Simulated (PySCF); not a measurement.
Ionising CCl

PBE; C def2-TZVPPD, Cl def2-TZVPPD; no relativity (PySCF 2.14). Neutral (UKS): doublet (π ↑), Re = 1.658 Å, ωe = 855 cm⁻¹, De = 4.76 eV, HOMO -4.93 eV, LUMO -4.56 eV.

CCl⁺ (UKS): singlet (closed shell), Re = 1.555 Å, ωe = 1136 cm⁻¹, De = 7.37 eV to C⁺ + Cl. The energies at the minima are -497.93019 hartree for CCl and -497.60255 for CCl⁺.

(1) Work out the adiabatic ionisation energy, without and with harmonic zero-point energies (1 hartree = 27.2114 eV, 1 eV = 8065.5 cm⁻¹), and the change of the bond length.

CCl⁻ (UKS): triplet (π ↑↑), Re = 1.860 Å, ωe = 505 cm⁻¹, De = 2.23 eV to C + Cl⁻. The energies at the minima are -497.93019 hartree for CCl and -497.97190 for CCl⁻.

(2) Work out the adiabatic electron affinity, without and with harmonic zero-point energies (1 hartree = 27.2114 eV, 1 eV = 8065.5 cm⁻¹), and the change of the bond length.

For an ion De counts to the pair picked by the measured ionisation energies or electron affinities, which need not be the lowest pair at this level. The highest Kohn–Sham level is positive in this anion. Much of that is self-interaction error, but it also means that the finite basis helps to hold the extra electron. States were picked by a PBE0 search and need not be the measured ground states.

Results:

(1) At PBE: 0.32764 hartree = 8.916 eV between the minima; the zero-point term (1136.0 − 855.0)/2 cm⁻¹ = +0.017 eV makes it 8.933 eV. Re changes by -10.3 pm against the neutral. The electron leaves a π orbital, and the shorter bond of the ion fits an antibonding orbital, or a change in how ionic the bond is.

(2) At PBE: 0.04171 hartree = 1.135 eV between the minima; the zero-point term (855.0 − 505.0)/2 cm⁻¹ = +0.022 eV makes it 1.157 eV. Re changes by +20.2 pm against the neutral. The electron enters a π orbital, and the ion is left as a loose complex of an ion and an atom.
